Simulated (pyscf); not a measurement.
`[OH][B]([F])[F]` + `[BH3]` → `[BH2][O][B]([F])[F]` + `[H][H]` (four-centre exchange; singlet surface; H–O, B–H broken, B–O, H–H formed). PySCF, gas phase, ωB97X-D3(BJ)/def2-SVP geometries. Energies in eV from the separated reactants.

```
level                   barrier  reaction energy
----------------------  -------  ---------------
ωB97X-D3(BJ)/def2-TZVP     0.58            -1.06
r²SCAN/def2-TZVP           0.36            -1.12
B3LYP-D3(BJ)/def2-TZVP      [?]              [?]
M06-2X/def2-TZVP           0.54            -1.16
ωB97M-D3(BJ)/def2-TZVP     0.56            -1.06
HF/def2-TZVP                [?]            -0.94
```

Fill in the missing entries.


- B3LYP-D3(BJ)/def2-TZVP, barrier: 0.57
- B3LYP-D3(BJ)/def2-TZVP, reaction energy: -1.10
- HF/def2-TZVP, barrier: 1.44

The functionals in the table span 0.22 eV in this barrier, from r²SCAN to ωB97X-D3(BJ)/def2-TZVP. On the reactant side the descent ends in an adduct with a B–O contact, 0.37 eV under the separated species and 0.95 eV under the saddle at ωB97X-D3(BJ)/def2-TZVP. What is counted as formed (B–O) is already present as a longer contact in the reactant adduct; forming that adduct is a step of its own. One saddle was located; it need not be the lowest between these sides.
